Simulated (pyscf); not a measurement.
This saddle point was located with ωB97X-D3(BJ)/def2-SVP in PySCF.

```
Si
H 1 1.4880
H 1 1.4986 2 107.73
H 1 1.7939 2 106.46 3 -87.77
Ge 4 1.7115 1 87.48 2 -87.74
H 5 1.5467 4 86.20 1 127.19
H 5 1.5478 6 106.33 4 -85.79
Si 1 2.3301 2 114.53 3 122.19
H 8 1.4904 1 107.45 2 41.94
H 8 1.4923 9 109.44 1 -116.44
H 8 1.4948 9 110.14 10 -119.68
```
Charge 0, spin multiplicity 1.

Surface: singlet, charge 0. Lowest wavenumbers (cm⁻¹): 433i, 87, 112, 155, 341.

Task: What reaction is this the transition state of?

Result: GeH₂ (SMILES [GeH2]) [singlet] + H₃Si–SiH₃ (SMILES [SiH3][SiH3]) ⇌ H₃Si–SiH₂–GeH₃ (SMILES [SiH3][SiH2][GeH3]), an insertion read from left to right: H–Si broken and Ge–Si, Ge–H formed. At ωB97M-D3(BJ)/def2-TZVP it lies -4.1 kcal/mol from the left side and +37.8 kcal/mol from the right (each side as separated species at their lowest minima found). On the reactant side the descent ends in an adduct with a Ge–Si contact, 13.7 kcal/mol under the separated species and 3.7 kcal/mol under the saddle at ωB97X-D3(BJ)/def2-TZVP. At ωB97M-D3(BJ) the saddle lies under the separated reactants, which points to a path from their complex (located at ωB97X-D3(BJ) alone). What is counted as formed (Ge–Si) is already present as a longer contact in the reactant adduct; forming that adduct is a step of its own. At ωB97X-D3(BJ) the barrier from the zero used here is -10.0 kcal/mol. This is the saddle that the search found; another between the same sides may lie lower. Elements up to Kr have no core potential and no relativistic terms here.
